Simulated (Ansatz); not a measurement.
# CH5Si2: the cost of one run

Program: Ansatz 0.2.0. Level of theory: RKS r2SCANh-D4/def2-SVP. These are calculated values, not measurements.

### Step 1. Starting point

Bond lengths: C1–Si2 1.737 Å, Si2–Si3 2.284 Å, C1–H4 1.113 Å, Si2–H5 1.534 Å, Si3–H6 1.502 Å, Si3–H7 1.502 Å, Si3–H8 1.496 Å. Angles: C1–Si2–Si3 146.0°, C1–Si2–H5 112.1°, Si3–Si2–H5 101.9°, Si2–C1–H4 115.4°, Si2–Si3–H6 121.9°, Si2–Si3–H7 121.8°, Si2–Si3–H8 108.2°, H6–Si3–H7 99.8°, H6–Si3–H8 100.7°, H7–Si3–H8 100.8°.

Coordinates:

```xyz
8

C    -1.7017    1.0603   -1.6055
Si   -0.2559    0.7347   -0.6988
Si    0.7508   -0.6265    0.8345
H    -2.5453    0.3568   -1.4274
H     0.8554    1.7479   -1.0018
H     1.1891   -0.1205    2.1795
H     1.9396   -1.4733    0.4800
H    -0.2320   -1.6794    1.2395
```

### Step 2. Relaxing end A

Input file input.yaml:

```yaml
crystal:
  periodic: [false, false, false]
  atoms:
    - { symbol: C, position_ang: [-1.70173, 1.06032, -1.60547] }
    - { symbol: Si, position_ang: [-0.2559, 0.73468, -0.69881] }
    - { symbol: Si, position_ang: [0.75075, -0.62649, 0.83448] }
    - { symbol: H, position_ang: [-2.54527, 0.35676, -1.42736] }
    - { symbol: H, position_ang: [0.85543, 1.74791, -1.00183] }
    - { symbol: H, position_ang: [1.18906, -0.12046, 2.17953] }
    - { symbol: H, position_ang: [1.93962, -1.47335, 0.48001] }
    - { symbol: H, position_ang: [-0.23196, -1.67937, 1.23946] }
total_charge: -1
basis:
  gaussian: { orbitals: def2-SVP }
hamiltonian:
  xc: r2scanh
  dispersion: d4
relax:
  f_tol: 0.015
  max_steps: 40
```

Launch:

```
$ ansatz run input.yaml --threads 1 --pin off --max-ram 2048MiB --backend cpu --events-out ev --progress --plain --runs-dir out
```

Q: Estimate wall time and peak memory on 1 thread of an Arm CPU, shared host.

About 32 s, with a peak of 0.15 GiB.
